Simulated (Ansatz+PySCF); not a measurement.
Results of a calculation; reference values are marked as such.
## PySCF 2.14.0 run

```python
from pyscf import gto, scf, mp

# the (T+d) and (D+d) sets load through basis_set_exchange
mol = gto.M(atom="""
H 1.694540 -0.909450 0.000370
C 1.155270 0.024700 -0.031950
S -0.596980 -0.089900 0.009410
H -0.872530 1.226440 -0.091560
H 1.658390 0.964080 0.135600
""", basis={'C': 'cc-pvtz', 'H': 'cc-pvtz', 'S': 'cc-pv(t+d)z'}, charge=0, spin=1)
mf = scf.UHF(mol)
mf.kernel()
pt = mp.MP2(mf, frozen=6).run()
print(mf.e_tot, pt.e_corr, pt.e_tot)
```

The script is written out from the run's settings.

Output:

```json
{"Converged": "yes", "Reference energy": "-437.13134 hartree", "Correlation energy": "-0.32769 hartree", "Total energy": "-437.45903 hartree", "Spin squared of the determinant": "0.770"}
```
